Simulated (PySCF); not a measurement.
Consider `[PH]` (PH, triplet). Numbering: `[PH:1]`

These are calculated values, PBE0-D3(BJ)/ma-def2-TZVP in PySCF (grid level 2) at geometries from PBE0-D3(BJ)/ma-def2-SVP. The prefix ma- adds one diffuse s and one diffuse p function on all atoms but H. Thermal corrections: PBE0-D3(BJ)/ma-def2-SVP frequencies, unscaled, ideal gas at 298.15 K and 1 bar, quasi-RRHO entropy.

(1) What are the vertical and the adiabatic ionisation energy for forming the radical cation?

(2) Where does the unpaired spin of the relaxed radical cation sit?

(3) What are the vertical and the adiabatic electron affinity for forming the radical anion?

(4) Where does the unpaired spin of the relaxed radical anion sit?

Results:

(1) 10.28 eV vertical and 10.28 eV adiabatic, the latter with zero-point energy.

(2) P1 (phosphorus) 1.02 (intrinsic atomic orbital populations).

(3) 0.97 eV vertical and 0.98 eV adiabatic, the latter with zero-point energy.

(4) P1 (phosphorus) 1.02 (intrinsic atomic orbital populations).

---

Consider `[C-]#C` ([C2H]-). Numbering: `[C-:1]#[CH:2]`

Computed at PBE0-D3(BJ)/ma-def2-TZVP // PBE0-D3(BJ)/ma-def2-SVP with PySCF (density fitting, grid level 2). The prefix ma- adds one diffuse s and one diffuse p function on all atoms but H. Zero-point and thermal terms (298.15 K, 1 bar) come from unscaled PBE0-D3(BJ)/ma-def2-SVP harmonic frequencies, with soft modes damped to free rotors in the entropy.

What are the vertical and the adiabatic detachment energy for forming the radical?

3.03 eV vertical and 2.93 eV adiabatic, the latter with zero-point energy.

Where does the unpaired spin of the relaxed radical sit?

C1 (anionic carbon) 1.24, C2 (alkyne carbon) -0.27 (intrinsic atomic orbital populations).

How far is −ε(HOMO) from the vertical value by ΔSCF?

−ε(HOMO) = 0.98 eV, which is 2.05 eV below the ΔSCF value.

---

Consider methyleneamidogen anion, `C=[N-]` ([CH2N]-). Atom numbers as in the mapped SMILES `[CH2:1]=[N-:2]`.

Computed at B3LYP-D3(BJ)/ma-def2-TZVP // PBE0-D3(BJ)/ma-def2-SVP with PySCF (density fitting, grid level 2). Thermal corrections: PBE0-D3(BJ)/ma-def2-SVP frequencies, unscaled, ideal gas at 298.15 K and 1 bar, quasi-RRHO entropy.

(1) What are the vertical and the adiabatic detachment energy for forming the radical?

(2) Where does the unpaired spin of the relaxed radical sit?

(3) How far is −ε(HOMO) from the vertical value by ΔSCF?

Results:

(1) 0.63 eV vertical and 0.55 eV adiabatic, the latter with zero-point energy.

(2) N2 (nitrogen) 0.96, C1 (imine carbon) -0.15, H (on C1) 0.10, H (on C1) 0.10 (intrinsic atomic orbital populations).

(3) −ε(HOMO) = -1.66 eV, which is 2.29 eV below the ΔSCF value.
